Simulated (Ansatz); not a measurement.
**CH3BF−: functionals against CCSD(T) at one geometry**

The task here is to estimate one member of a computed series from the others.

Program: Ansatz 0.2.0, Gaussian basis. Level of theory: single points in def2-TZVPPD. These are calculated values, not measurements.

Cores are frozen in the correlated methods.

1 further run of the same task is left out (it didn't finish).

## Where the work starts

SMILES `[CH2-]BF`, 6 atoms, charge -1, spin multiplicity 1.

Atoms are counted from 1 here; the program's logs count them from 0.

Bond lengths: C1–B2 1.452 Å, C1–H4 1.087 Å, C1–H5 1.094 Å, B2–F3 1.396 Å, B2–H6 1.271 Å. Angles: B2–C1–H4 125.0°, B2–C1–H5 121.0°, H4–C1–H5 113.8°, C1–B2–F3 125.4°, C1–B2–H6 124.7°, F3–B2–H6 109.8°.

As a file:

```
atom    x (Å)    y (Å)    z (Å)
  C1  -0.5818   0.2143  -0.4676
  B2   0.5314  -0.1939   0.3700
  F3   0.6094  -0.0190   1.7527
  H4  -0.6364   0.0741  -1.5444
  H5  -1.4942   0.6286  -0.0295
  H6   1.5549  -0.8235  -0.0432
```

Set-up of the first run:

Input file run/in.yaml:

```yaml
crystal:
  periodic: [false, false, false]
  atoms:
    - {symbol: C, position_ang: [-0.581766, 0.214292, -0.467620]}
    - {symbol: B, position_ang: [0.531447, -0.193881, 0.369999]}
    - {symbol: F, position_ang: [0.609424, -0.018987, 1.752713]}
    - {symbol: H, position_ang: [-0.636422, 0.074060, -1.544402]}
    - {symbol: H, position_ang: [-1.494183, 0.628606, -0.029454]}
    - {symbol: H, position_ang: [1.554901, -0.823537, -0.043237]}
basis:
  gaussian: {orbitals: "def2-TZVPPD.json"}
total_charge: -1
hamiltonian: {xc: pbe, dispersion: d4}
output: {forces: true}
```

The basis file named in the input lies beside it (Basis Set Exchange, JSON).

Started as:

```
ansatz run in.yaml --threads 2 --pin off --events-out ev --progress --plain --max-ram 3481MiB
```

Among the steps run: PBE-D4/def2-TZVPPD; r2SCAN-D4/def2-TZVPPD; PBE0-D4/def2-TZVPPD; wB97M-V/def2-TZVPPD; CCSD(T)/def2-TZVPPD.

One of the session's tables, all rows but one given; the rest of the session is left out.

```
   method  RMS force component (eV/Å)  angle to CCSD(T) forces (°)
   PBE-D4                       0.389                         20.3
r2SCAN-D4                       0.353                         13.4
  PBE0-D4                           ?                            ?
  wB97M-V                       0.385                         20.3
  CCSD(T)                       0.419                    reference
```

**Question.** Estimate the row for PBE0-D4.

**Answer.** RMS force component (eV/Å): 0.336; angle to CCSD(T) forces (°): 16.9. In the column «RMS force component (eV/Å)» it is the lowest.

Limits of these values: The anion's highest level is positive in at least one run, so there the basis alone may hold the extra electron.
